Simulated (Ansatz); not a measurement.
The input, for Ansatz 0.2.0:

```yaml
crystal:
  periodic: [false, false, false]
  atoms:
    - {symbol: O, position_ang: [-0.000007, -0.287198, 0.960799]}
    - {symbol: N, position_ang: [0.000023, -0.154683, -0.364392]}
    - {symbol: Si, position_ang: [-0.000004, -0.166852, -1.918552]}
    - {symbol: H, position_ang: [-0.000012, 0.608733, 1.322146]}
basis:
  gaussian: {orbitals: cc-pVDZ}
magnetization: {spin_polarized: true, initial_magnetization: 0}
correlation: {method: ccsd_t, electrons: outside_noble_gas}
output: {forces: true}
```

```sh
$ ansatz run in.yaml --threads 1 --pin off --events-out ev --progress --plain --max-ram 4096MiB --backend cpu
```

Q: Roughly how long does this take on 1 thread of AMD EPYC 7R13, shared host, and how much host memory?

A: 9.5 s wall and 0.22 GiB.

```
496 factors; integrals over basis functions are off by at most 1.2e-3 eV
mean field evaluation 1: about -11391.8322 eV, gradient 2.0e1 eV
mean field evaluation 2: about -11391.9237 eV, gradient 2.0e1 eV
mean field evaluation 4: about -11394.0010 eV, gradient 2.9e0 eV
mean field evaluation 8: about -11394.0603 eV, gradient 1.1e-1 eV
mean field evaluation 16: about -11394.0491 eV, gradient 7.6e-1 eV
mean field evaluation 32: about -11392.6092 eV, gradient 1.7e1 eV
mean field evaluation 64: about -11392.6495 eV, gradient 6.6e0 eV
mean field evaluation 96: about -11391.1796 eV, gradient 1.0e-2 eV
mean field evaluation 128: about -11390.9572 eV, gradient 6.0e0 eV
mean field evaluation 160: about -11390.4788 eV, gradient 6.0e-1 eV
mean field evaluation 192: about -11391.1795 eV, gradient 3.2e-2 eV
mean field evaluation 224: about -11391.3283 eV, gradient 9.1e0 eV
mean field evaluation 256: about -11390.3872 eV, gradient 2.2e0 eV
mean field evaluation 288: about -11394.0606 eV, gradient 1.7e-6 eV
mean field -11394.06299308 eV, -418.7240918226 hartree, gradient 5.5e-6 eV, S^2 0.073942; 9 other end points of the search recorded, 0 dependent functions left out
determinant -11394.06299308 eV, -418.7240918226 hartree, with singles and doubles -11406.49874551 eV, -419.1810972951 hartree
determinant -11391.17957888 eV, -418.6181283049 hartree, with singles and doubles -11402.53741680 eV, -419.0355211499 hartree
determinant -11394.06057697 eV, -418.7240030319 hartree, with singles and doubles -11406.51033777 eV, -419.1815233027 hartree
determinant -11394.06299308 eV, -418.7240918226 hartree, with singles and doubles -11406.50641552 eV, -419.1813791625 hartree
determinant -11394.06057697 eV, -418.7240030319 hartree, with singles and doubles -11406.51062117 eV, -419.1815337175 hartree
7 core orbitals not correlated: weight in the atoms' cores, before any rotation towards them, 1.000 or more for the frozen orbitals, at most 0.000 for the correlated occupied ones
reference -11394.06057697 eV, -418.7240030319 hartree; 8, 8 occupied and 36, 36 virtual orbitals, 496 factors
second order -12.06900962 eV of doubles, -0.00000000 eV of singles
cycle   1  -12.45003941 eV  change    4.8e-6 eV  update   2.0e-6
cycle   2  -12.45003830 eV  change    1.1e-6 eV  update   1.2e-6
perturbative correction -0.49118084 eV, -0.0180505629 hartree
the calculation of the forces begins
Total energy: -11407.00179611 eV, -419.1995840635 hartree
Atom 0 at    -0.000007    -0.287198     0.960799 Å, force     0.000031    -0.482989     0.927870 eV/Å
Atom 1 at     0.000023    -0.154683    -0.364392 Å, force    -0.000055     0.134357     1.267992 eV/Å
Atom 2 at    -0.000004    -0.166852    -1.918552 Å, force     0.000015     0.014159    -2.193644 eV/Å
Atom 3 at    -0.000012     0.608733     1.322146 Å, force     0.000009     0.334473    -0.002218 eV/Å
Dipole moment:    -0.000013     0.295878     0.109836 e Å
```

Forces (eV/Å):
```
O    0.000 -0.483  0.928
N    0.000  0.134  1.268
Si   0.000  0.014 -2.194
H    0.000  0.334 -0.002
```

For the same geometry and basis RCCSDTQ lies 72.5 meV lower.
